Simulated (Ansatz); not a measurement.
H4NPSi (`N1[SiH2]P1`), charge 0, multiplicity 1.

**Question.** Give a relaxed structure at PBE0-D4/def2-TZVP (Ansatz 0.2.0). (Best estimate.)

**Answer.** Computed: 
Z-matrix (Å, degrees):
```
Si
P 1 2.191
N 1 1.710 2 52.4
H 1 1.479 2 123.9 3 99.4
H 1 1.483 2 119.1 3 -106.2
H 2 1.441 1 91.3 3 103.6
H 3 1.007 1 134.2 2 -126.1
```
